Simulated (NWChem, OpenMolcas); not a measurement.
# From OpenMolcas to NWChem

This OpenMolcas 26.06 job computes triplet CH4Si:

run.input:
```
&GATEWAY
  BasLib = $CurrDir
  Coord
  6
  bohr
  C     -0.17668939    -0.69163976    -0.69976558
  Si     1.73344577     0.39646454     2.12083963
  H     -2.18622415    -0.77497668    -0.19313001
  H      0.40629112    -2.52391821    -1.44186103
  H     -0.04535343     0.72187538    -2.21249135
  H      0.26871905     2.87238371     2.42640834
  Basis = def2-TZVP
  Group = NoSym

&SEWARD
  GridInput
  Grid=UltraFine
  End of Grid

&SCF
  UHF
  Spin = 3
  KSDFT = PBE0
  Thresholds = 1e-10 1e-07 1e-07 1e-05
  PrOrbitals = 1 1
```

```bash
$ export MOLCAS_MEM=1860
$ pymolcas run.input > run.log
```

(Basis files named in the input come from the Basis Set Exchange and aren't shown.)

Geometry: relaxed at PBE0-D4/def2-TZVP. That shape belongs to the parent species and isn't relaxed for this state.

It gives a total energy of -329.741148 Eh.

Problem. Translate the job to NWChem 7.3.0 as an input file of the program's own.

Solution. This input was run:

mymol.nw:
```
START mymol
TITLE "CH4Si energy"
memory stack 720 mb heap 180 mb global 900 mb

GEOMETRY units bohr noautosym nocenter noautoz
  C  -0.17668939 -0.69163976 -0.69976558
  Si  1.73344577  0.39646454  2.12083963
  H  -2.18622415 -0.77497668 -0.19313001
  H   0.40629112 -2.52391821 -1.44186103
  H  -0.04535343  0.72187538 -2.21249135
  H   0.26871905  2.87238371  2.42640834
END

BASIS spherical bse
  * library def2-TZVP
END

DFT
  xc pbe0
  mult 3
  grid fine
  convergence energy 1e-08
  maxiter 100
  mulliken
END

TASK dft energy
```

```bash
$ nwchem mymol.nw > mymol.out
```

Its energy is -329.741148 Eh, the same as the first but for the last digit, at most.
